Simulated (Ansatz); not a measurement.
# Worked example: correlation energy of HCl, triplet

Geometry: that of the HCl, singlet, kept fixed. The singlet lies 7.6 eV lower here.

```tsv
atom	x (Å)	y (Å)	z (Å)
Cl	0.0000	0.0000	0.0000
H	0.0000	0.0000	1.2788
```

Basis cc-pVDZ; Ansatz 0.2.0. Correlated methods freeze the noble-gas cores, which leaves 8 electrons in 18 orbitals. R marks a restricted (for open shells ROHF) determinant, U an unrestricted one.

Full CI is exact within this basis and frozen core; it isn't the basis-set limit. The frozen core follows each run's orbitals, which can shift R against U totals by a few meV.

UCCSD has a T1 diagnostic of 0.007 and a largest doubles amplitude of 0.04.

Runs differ by some tens of microhartree through their thresholds and, for an open shell, their frozen cores, so the step to full CI, which has another core, is uncertain by up to 0.1 kcal/mol.

| level | total energy (hartree) |
| --- | --- |
| UHF | -459.829615 |
| UMP2 | -459.955158 |
| UCCSD | -459.974519 |
| UCCSD(T) | -459.976458 |
| UCCSDT | -459.976752 |
| UCCSDT(Q) | -459.976919 |
| UCCSDTQ | -459.976935 |
| full CI | -459.976925 |

Task: What is the correlation energy at full CI, and what share of it do UMP2 and UCCSD recover?

Result: E(corr) = -459.976925 − (-459.829615) = -0.147310 hartree = -4.009 eV. UMP2: -0.125543 / -0.147310 = 85.22 %. UCCSD: -0.144904 / -0.147310 = 98.37 %.

Task: By how many kcal/mol does UCCSD(T) miss full CI (1 hartree = 627.509 kcal/mol), and which steps make up the rest?

Result: -459.976458 − (-459.976925) = 0.000467 hartree = 0.29 kcal/mol. Steps: UCCSDT − UCCSD(T) = -0.18, UCCSDT(Q) − UCCSDT = -0.10, UCCSDTQ − UCCSDT(Q) = -0.01, full CI − UCCSDTQ = 0.01 kcal/mol. That is within 1 kcal/mol of the reference in this basis, which itself misses far more of the correlation at the basis-set limit.
